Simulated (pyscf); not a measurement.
H₂As–In [singlet] + silane (SiH₄) -> H₃Si–In=AsH + hydrogen (H₂) (concerted two-bond exchange; singlet surface; As–H, H–Si broken, In–Si, H–H formed). PySCF, gas phase, ωB97X-D3(BJ)/def2-SVP geometries. Energies in kcal/mol from the separated reactants.

| level | barrier | reaction energy |
|---|---|---|
| ωB97X-D3(BJ)/def2-TZVP | 59.3 | +13.5 |
| PBE/def2-TZVP | 46.1 | +14.3 |
| r²SCAN/def2-TZVP | 49.7 | +13.9 |
| B3LYP-D3(BJ)/def2-TZVP | [?] | [?] |
| PBE0-D3(BJ)/def2-TZVP | 51.5 | +15.7 |
| HF/def2-TZVP | [?] | +28.1 |

Some entries are withheld; supply them.


- B3LYP-D3(BJ)/def2-TZVP, barrier: 56.0
- B3LYP-D3(BJ)/def2-TZVP, reaction energy: +19.1
- HF/def2-TZVP, barrier: 90.7

The functionals in the table span 13.3 kcal/mol in this barrier, from PBE to ωB97X-D3(BJ)/def2-TZVP. On the reactant side the descent ends in a complex (not fully relaxed), 5.2 kcal/mol under the separated species and 64.5 kcal/mol under the saddle at ωB97X-D3(BJ)/def2-TZVP. This is the saddle that the search found; another between the same sides may lie lower. Elements up to Kr have no core potential and no relativistic terms here. Elements past Kr carry the def2 core potentials, without spin-orbit coupling.
